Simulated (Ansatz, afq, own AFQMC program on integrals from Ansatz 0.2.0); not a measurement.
## BNH, quartet: AFQMC among the cluster methods

```yaml
atoms:
  - { symbol: B, position_ang: [0.0000, 0.0798, 0.8638] }
  - { symbol: N, position_ang: [0.0000, -0.1176, -0.5879] }
  - { symbol: H, position_ang: [0.0000, 0.7790, -1.0947] }
```

Connectivity, by distances: B–NH.

Basis cc-pVDZ. Noble-gas cores (and the filled d shells of Ga–Kr and In–Xe) are frozen. Ansatz 0.2.0 and our own AFQMC program on the same integrals; the CISD trial comes from CCSD amplitudes, and released means the phaseless constraint is let go. Free AFQMC starts from the CCSD state and is never constrained. Its projection time is finite, and what remains of the start isn't in its error. ± is one standard error of the sampling.

Determinant: UHF, the one that the program's search chose, which needn't be the lowest solution. The geometry is a PBE0/def2-TZVP stationary point of this or a neighbouring charge and spin state.

No full CI on the walks' own integrals is used here; CCSDT(Q) serves as the reference and is uncertain by about the last step of the cluster series.

Cautions: lower spins were not checked; the ph-AFQMC/HF walk drifts between its halves (3.0 errors).

The T1 diagnostic is 0.0233, the weight of the determinant in the CISD state is 0.916 and the ⟨S²⟩ of the determinant is 3.756. The size of the correlated space is 9 electrons in 31 orbitals.

Reference: CCSDT(Q), correlation energy -5.334 eV. The released energy is read at 1.50 1/Eh (meV from the phaseless value at times in 1/Eh: -1 ± 13 at 0.24, -17 ± 12 at 0.50, -15 ± 16 at 1.00, -8 ± 18 at 1.50).

| level | E − E(reference) (kJ/mol) | share of correlation (%) |
| --- | --- | --- |
| HF | 514.6 | 0.00 |
| MP2 | 79.2 | 84.61 |
| CCSD | 17.1 | 96.68 |
| CCSD(T) | 3.7 | 99.29 |
| CCSDT | 1.1 | 99.79 |
| ph-AFQMC/HF | -1.4 ± 4.3 | 100.28 |
| ph-AFQMC/CISD | 0.5 ± 0.9 | 99.91 |
| released AFQMC | -0.3 ± 1.7 | 100.05 |
| free AFQMC | -1.8 ± 1.9 | 100.35 |

Free projections are given only where their last times agree within the noise and don't stop above the reference; a slow remainder of the start can still hide under it. A walk keeps the symmetry of its determinant, which the program's search chose and which needn't be the lowest solution, so a lower state of the same spin and another symmetry isn't excluded. Released energies are given only where the last usable release times agree within the noise; a slower fall can still hide under it.
